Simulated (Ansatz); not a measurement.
We consider rhombohedral A7 Bi, described by PBE (Ansatz, an electronic-structure program, plane waves, PAW).

Numerical settings: plane-wave cutoff 520 eV, 16×16×16 k mesh, Fermi–Dirac smearing 0.05 eV, scalar-relativistic PAW data made under PBE.

Properties against volume:

Shape and atoms are relaxed at each volume.

| V (Å³/atom) | P (GPa) | c (Å) | a (Å) |
|---|---|---|---|
| 35.442 | 1.25 | 11.851 | 4.552 |
| 36.181 | 0.59 | 12.024 | 4.566 |
| 36.919 | 0.01 | 12.195 | 4.580 |
| 37.657 | -0.46 | 12.372 | 4.592 |
| 38.396 | -0.83 | 12.584 | 4.598 |

Note: the cell comes from a level without a dispersion term, which matters for the spacing of layers, chains or molecules; the bulk modulus comes from volumes at which shape and atoms were relaxed.
